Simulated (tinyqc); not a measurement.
RKS/BLYP in the sto-6g basis, for BH2+, spin multiplicity 1, step by step. One step of it, computed by the program tinyqc.

Task: Iteration 9 (converged): orbitals. Diagonalise F' = X^T F X, C = X C', fill 3 alpha and 3 beta electrons from the bottom; D = 2 C_occ C_occ^T. Each column has its largest component positive (the first on a tie).

converged F (hartree), lower triangle:
```
            1B 1s      1B 2s     1B 2px     1B 2py     1B 2pz      2H 1s      3H 1s
1B 1s   -6.915873
1B 2s   -1.977030  -1.147564
1B 2px   0.000000   0.000000  -0.378870
1B 2py  -0.000225  -0.002527   0.000000  -0.418776
1B 2pz   0.004731  -0.003522   0.000000  -0.001765  -0.393148
2H 1s   -0.168858  -0.276895   0.000000  -0.223720  -0.120268  -0.470519
3H 1s   -0.145224  -0.250472   0.000000   0.206829  -0.111137  -0.025258  -0.465538
```

X:
```
                1          2          3         4          5          6         7
1B 1s   -0.471852   0.110871   0.670301  0.000000  -0.544343  -0.047672  0.313177
1B 2s    0.892773  -0.163971  -0.264289  0.000000  -0.247542  -0.062763  0.525323
1B 2px   0.000000   0.000000   0.000000  1.000000   0.000000   0.000000  0.000000
1B 2py   0.176992   0.865411  -0.012310  0.000000  -0.004687   0.612462  0.063786
1B 2pz   0.347589  -0.051362   0.669174  0.000000   0.658748  -0.017468  0.201420
2H 1s   -0.687231  -0.535637  -0.279233  0.000000   0.230190   0.381989  0.398521
3H 1s   -0.422100   0.721918  -0.307786  0.000000   0.250654  -0.458954  0.304775
```

Give: F' = X^T F X; orbital energies; coefficients C; D after iteration 9.

Result:

F' = X^T F X (hartree), lower triangle:
```
         1        2        3        4        5        6        7
1  -0.6991
2   0.1397  -0.2411
3   1.0210  -0.2712  -2.6105
4   0.0000   0.0000   0.0000  -0.3789
5  -0.9377   0.2568   2.2922   0.0000  -2.8109
6  -0.0924   0.0487   0.2403   0.0000  -0.2568  -0.5694
7   0.6797  -0.1881  -1.7322   0.0000   1.8631   0.2061  -2.0899
```

orbital energies (hartree): MO1 -6.9197, MO2 -0.6649, MO3 -0.5429, MO4 -0.4407, MO5 -0.3789, MO6 -0.2535, MO7 -0.1993

coefficients C:
```
            MO1      MO2      MO3      MO4     MO5      MO6      MO7
1B 1s    0.9928  -0.2515   0.0110   0.1209  0.0000   0.1279  -0.0315
1B 2s    0.0268   0.8320  -0.0422  -0.4743  0.0000  -0.5438   0.1403
1B 2px   0.0000   0.0000   0.0000   0.0000  1.0000   0.0000   0.0000
1B 2py   0.0002   0.0184   0.5560   0.0025  0.0000   0.1871   0.9029
1B 2pz   0.0004   0.0581   0.0096   0.7455  0.0000  -0.6833   0.1412
2H 1s   -0.0042   0.2742   0.4536   0.3351  0.0000   0.4942  -0.7466
3H 1s   -0.0039   0.2400  -0.4747   0.3638  0.0000   0.7323   0.4570
```

D after iteration 9, lower triangle:
```
          1B 1s    1B 2s  1B 2px   1B 2py  1B 2pz    2H 1s   3H 1s
1B 1s    2.0979
1B 2s   -0.3661   1.3893
1B 2px   0.0000   0.0000  0.0000
1B 2py   0.0034  -0.0163  0.0000   0.6189
1B 2pz  -0.0283   0.0959  0.0000   0.0128  0.0069
2H 1s   -0.1364   0.4178  0.0000   0.5145  0.0406   0.5620
3H 1s   -0.1389   0.4393  0.0000  -0.5190  0.0188  -0.2990  0.5659
```
